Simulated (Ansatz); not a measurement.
# CHAlO: the cost of one run

The runs use Ansatz 0.2.0, Gaussian basis; the settings change from run to run.

## (1) What is computed

The geometry is a PBE0/def2-TZVP stationary point (not a proven minimum) of the parent state, kept for this charge and spin.

4 atoms, charge 1, spin multiplicity 2.

Atoms are counted from 1 here; the program's logs count them from 0.

Bond lengths: Al1–C2 2.203 Å, Al1–H4 1.641 Å, C2–O3 1.130 Å. Angles: C2–Al1–H4 84.1°, Al1–C2–O3 160.0°.

## (2) BCCD(T)/cc-pVDZ

in.yaml

```yaml
crystal:
  periodic: [false, false, false]
  atoms:
    - {symbol: Al, position_ang: [0.000000, -0.113080, 1.406118]}
    - {symbol: C, position_ang: [0.000000, 0.189159, -0.775794]}
    - {symbol: O, position_ang: [0.000000, -0.047504, -1.881062]}
    - {symbol: H, position_ang: [0.000000, 1.527034, 1.462841]}
basis:
  gaussian: {orbitals: cc-pVDZ}
total_charge: 1
magnetization: {spin_polarized: true, initial_magnetization: 1}
hamiltonian: {xc: {name: B3LYP}}
correlation: {method: bccd_t, electrons: outside_noble_gas}
accuracy: high
scf: {lower_state_search: full}
```

Run with:

```sh
$ ansatz run in.yaml --threads 1 --pin off --events-out ev --progress --plain --max-ram 2393MiB
```

What time and memory should one allow on 1 thread of Intel Xeon 6975P-C, shared host?

About 8.5 s, with a peak of 0.28 GiB.
